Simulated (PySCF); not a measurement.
Breaking a bond: NH, triplet. Each curve is given relative to its own lowest point near equilibrium.

| R / Å | A | B | C | D |
|---|---|---|---|---|
| 0.84 | 121.8 | 131.7 | 142.4 | 112.7 |
| 0.89 | 61.1 | 68.8 | 77.0 | 54.3 |
| 0.93 | 30.4 | 36.1 | 42.4 | 25.3 |
| 0.97 | 11.6 | 15.5 | 19.8 | 8.5 |
| 1.00 | 3.8 | 6.2 | 9.2 | 2.0 |
| 1.04 | 0.0 | 0.4 | 1.6 | 0.0 |
| 1.07 | 1.1 | 0.0 | 0.0 | 2.3 |
| 1.10 | 5.0 | 2.3 | 1.2 | 7.3 |
| 1.16 | 18.9 | 13.3 | 9.9 | 22.9 |
| 1.21 | 35.2 | 27.0 | 21.9 | 39.8 |
| 1.30 | 70.7 | 57.9 | 50.4 | 73.0 |
| 1.41 | 119.7 | 100.9 | 91.2 | 108.2 |
| 1.57 | 193.4 | 163.2 | 153.6 | 137.9 |
| 1.70 | 251.6 | 205.7 | 203.0 | 148.8 |
| 1.87 | 323.0 | 245.4 | 262.9 | 154.6 |
| 2.07 | 398.7 | 276.4 | 324.9 | 156.5 |
| 2.30 | 473.6 | 299.0 | 384.0 | 156.8 |
| 2.52 | 533.3 | 312.1 | 429.1 | 156.7 |
| 2.82 | 598.3 | 322.0 | 475.4 | 156.5 |
| 3.13 | 649.2 | 325.9 | 509.1 | 156.4 |
| 3.68 | 709.1 | 327.5 | 544.5 | 156.5 |
| 4.20 | 741.1 | 327.9 | 560.6 | 156.6 |

Energies in kJ/mol.

Task: Assign the columns to these levels of theory: restricted open-shell BHandHLYP/6-31G (PySCF 2.14.0); restricted open-shell PBE/6-31G run with PySCF; UHF/6-31G in PySCF 2.14.0; unrestricted TPSSh/6-31G (PySCF 2.14.0).

Result: A is ROKS-BHandHLYP; B is UKS-TPSSh; C is ROKS-PBE; D is UHF.

The unrestricted determinant behind UHF is spin-contaminated at 1.30 to 4.20 Å (<S²> up to 3.0, against 2.00 for a pure triplet). The unrestricted determinant behind UKS-TPSSh is spin-contaminated at 1.70 to 4.20 Å (<S²> up to 3.0, against 2.00 for a pure triplet).
